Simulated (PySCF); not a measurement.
Below is a simulated gas-phase Si 2p photoelectron spectrum of fluoromethylsilane, `C[SiH2]F`.

Every computed line was given a Gaussian of 1.0 eV full width at half maximum and an area set by the number of equivalent atoms (split 2:1 within a doublet); the highest printed point is 100. Level of theory: delta-SCF UKS SCAN, pcX-2 on the ionised atom, pcseg-1 elsewhere, spin-free X2C in PySCF 2.14.0.

```json
{"binding energy (eV)": "106.5", "intensity": "0"}
{"binding energy (eV)": "106.6", "intensity": "0"}
{"binding energy (eV)": "106.7", "intensity": "1"}
{"binding energy (eV)": "106.8", "intensity": "2"}
{"binding energy (eV)": "106.9", "intensity": "4"}
{"binding energy (eV)": "107.0", "intensity": "6"}
{"binding energy (eV)": "107.1", "intensity": "11"}
{"binding energy (eV)": "107.2", "intensity": "17"}
{"binding energy (eV)": "107.3", "intensity": "25"}
{"binding energy (eV)": "107.4", "intensity": "36"}
{"binding energy (eV)": "107.5", "intensity": "48"}
{"binding energy (eV)": "107.6", "intensity": "61"}
{"binding energy (eV)": "107.7", "intensity": "73"}
{"binding energy (eV)": "107.8", "intensity": "85"}
{"binding energy (eV)": "107.9", "intensity": "93"}
{"binding energy (eV)": "108.0", "intensity": "98"}
{"binding energy (eV)": "108.1", "intensity": "100"}
{"binding energy (eV)": "108.2", "intensity": "98"}
{"binding energy (eV)": "108.3", "intensity": "93"}
{"binding energy (eV)": "108.4", "intensity": "86"}
{"binding energy (eV)": "108.5", "intensity": "78"}
{"binding energy (eV)": "108.6", "intensity": "68"}
{"binding energy (eV)": "108.7", "intensity": "58"}
{"binding energy (eV)": "108.8", "intensity": "48"}
{"binding energy (eV)": "108.9", "intensity": "39"}
{"binding energy (eV)": "109.0", "intensity": "30"}
{"binding energy (eV)": "109.1", "intensity": "22"}
{"binding energy (eV)": "109.2", "intensity": "16"}
{"binding energy (eV)": "109.3", "intensity": "11"}
{"binding energy (eV)": "109.4", "intensity": "7"}
{"binding energy (eV)": "109.5", "intensity": "4"}
{"binding energy (eV)": "109.6", "intensity": "2"}
{"binding energy (eV)": "109.7", "intensity": "1"}
{"binding energy (eV)": "109.8", "intensity": "1"}
{"binding energy (eV)": "109.9", "intensity": "0"}
{"binding energy (eV)": "110.0", "intensity": "0"}
```

Task: How many maxima does the curve show, and how many computed lines lie under it?

Result: The curve has 1 maximum (at 108.1 eV). Under it lie 2 lines from 1 inequivalent silicon site, drawn as a 2p3/2, 2p1/2 pair. At this width some lines have no maximum of their own.

Task: Decompose the envelope and assign each component. Numbering: `[CH3:1][SiH2:2][F:3]`.

Result: 
```csv
position (eV),relative area,line,atoms,environment
107.96,0.67,Si 2p3/2,Si2,fluorine-bound silicon
108.59,0.33,Si 2p1/2,Si2,fluorine-bound silicon
```

Shake-up satellites, vibrational structure and lifetime widths aren't simulated. The 2p values add to the ΔSCF energy of one spin-free hole a correction within the shell (spin–orbit coupling, ligand field). 2p1/2 minus 2p3/2 (ligand field included): Si 0.63 eV. Isolated species at its PBE0-D3(BJ)/def2-SVP geometry, gas phase.
